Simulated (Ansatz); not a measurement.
**AlHO (singlet): from Hartree-Fock to the top rungs at distance Al1–O2 = 5.687 Å, 6-31G**

Aim: climb from Hartree-Fock through coupled cluster and multireference methods for AlHO (singlet) at one geometry and basis, and see what each rung misses.

Computed with Ansatz 0.2.0, Gaussian basis. Level: 6-31G, core rule «outside noble gas», up to 6 orbitals frozen.

The runs, in order: UHF; CCSD(T) on RHF; CCSD(T) on UHF; BCCD(T) on RHF; CISD; CCSDT(Q) on RHF; CCSDT(Q) on UHF; CISDTQ; CCSDTQ on RHF; CASSCF and MRCISD+Q, 2 electrons in 2 orbitals; CASSCF and NEVPT2, 2 electrons in 2 orbitals; CASSCF and MRCISD+Q, 10 electrons in 9 orbitals; CASSCF and MRCISD+Q(relaxed), 10 electrons in 9 orbitals; CASSCF and NEVPT2, 10 electrons in 9 orbitals; Full CI.

41 further runs of the same task are left out: 24 for a known fault of the program, 12 that didn't finish, 5 set aside as unsound or not needed.

## (1) The geometry

The geometry derives from a PBE0/def2-TZVP stationary point (not a proven minimum). One bond is set to the value named and the two fragments are kept rigid.

3 atoms, charge 0, spin multiplicity 1.

Atoms are counted from 1 here; the program's logs count them from 0.

Bond lengths: O2–H3 0.950 Å.

As a file:

```
Al    0.0000    0.0000    4.1080
O     0.0000    0.0000   -1.5790
H     0.0000    0.0000   -2.5290
```

## (2) UHF

in.yaml

```yaml
crystal:
  periodic: [false, false, false]
  atoms:
    - {symbol: Al, position_ang: [0.000000, 0.000000, 4.108012]}
    - {symbol: O, position_ang: [0.000000, 0.000000, -1.578988]}
    - {symbol: H, position_ang: [0.000000, 0.000000, -2.529024]}
basis:
  gaussian: {orbitals: 6-31G}
magnetization: {spin_polarized: true, initial_magnetization: 0}
hamiltonian: {xc: hf}
output: {orbitals: {seedname: orbitals}}
```

Launch:

```
$ ansatz run in.yaml --threads 1 --pin off --events-out ev --progress --plain --max-ram 2393MiB
```

The runs that follow: CCSD(T) on RHF; CCSD(T) on UHF; BCCD(T) on RHF; CISD; CCSDT(Q) on RHF; CCSDT(Q) on UHF; CISDTQ; CCSDTQ on RHF; CASSCF and MRCISD+Q, 2 electrons in 2 orbitals; CASSCF and NEVPT2, 2 electrons in 2 orbitals; CASSCF and MRCISD+Q, 10 electrons in 9 orbitals; CASSCF and MRCISD+Q(relaxed), 10 electrons in 9 orbitals; CASSCF and NEVPT2, 10 electrons in 9 orbitals; Full CI.

**Question.** What will the summary of the whole plan be? Wanted: FCI below the RHF energy; RMP2 from FCI; UMP2 from FCI; RCCSD from FCI; RCCSD(T) from FCI; UCCSD(T) from FCI; RCCSDT(Q) from FCI; UCCSDT(Q) from FCI; T1 diagnostic.

The runs gave:

```
                         quantity                                                value
         FCI below the RHF energy                                           -7.4908 eV
                    RMP2 from FCI                                          +1743.2 meV
                    UMP2 from FCI                                           +622.3 meV
                   RCCSD from FCI                                           +448.5 meV
                RCCSD(T) from FCI                                         -14605.1 meV
                UCCSD(T) from FCI                                            +10.0 meV
               RCCSDT(Q) from FCI                                           -116.4 meV
               UCCSDT(Q) from FCI                                             +0.7 meV
levels within 1 kcal/mol (43 meV)  UCCSD, UCCSD(T), RCCSDT, UCCSDT, UCCSDT(Q), RCCSDTQ
                    T1 diagnostic                                                0.314
   effectively unpaired electrons                                                 2.38
```

**Reading.** RCCSD(T) misses by -14605.1 meV, 195.0 % of the correlation energy. CCSD(T) misses by -14605.1 meV on the restricted determinant and by +10.0 meV on the unrestricted one; the two need not hold the same state or core. RCCSD(T), BCCD(T), RCCSDT(Q) fall below full CI, which methods that aren't variational can do. With 2.4 effectively unpaired electrons against 0 the state is strongly multireference. These misses are within one basis, not against nature.
